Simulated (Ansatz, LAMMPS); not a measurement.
How well does each level of theory give the LA phonon frequency at X of 3C-SiC?

Reference value: 640 cm⁻¹ (measured, temperature not stated, not corrected to a static lattice; as tabulated in Wang et al. (1996), arXiv:mtrl-th/9510002).

Problem. Put these levels in order of the LA phonon frequency at X that they give for 3C-SiC, smallest first: Hartree–Fock (Ansatz, a first-principles code), LC-ωPBE (Ansatz), Tersoff SiC.tersoff (LAMMPS).

Solution. Tersoff SiC.tersoff (645 cm⁻¹), LC-ωPBE (670 cm⁻¹), Hartree–Fock (691 cm⁻¹)

Unless a cell is named, each level is at its own relaxed cell (Tersoff SiC.tersoff 10.09, LC-ωPBE 10.10, Hartree–Fock 10.41 Å³/atom).

Differences against the reference: Tersoff SiC.tersoff +0.8 %, LC-ωPBE +4.7 %, Hartree–Fock +8.0 %.

The reference isn't brought to a static lattice, while the calculations are for one, so the differences are not the levels' errors alone.  Each level is taken at its own relaxed cell. Ansatz's density-functional and Hartree–Fock values are scalar-relativistic unless marked +SOC, with PAW data made under PBE.

Empirical potentials (Tersoff SiC.tersoff) are fitted to chosen data: where that held the value shown, agreement is built in, and what lay outside the fit can be far off.

Differences are worked out from the printed values.
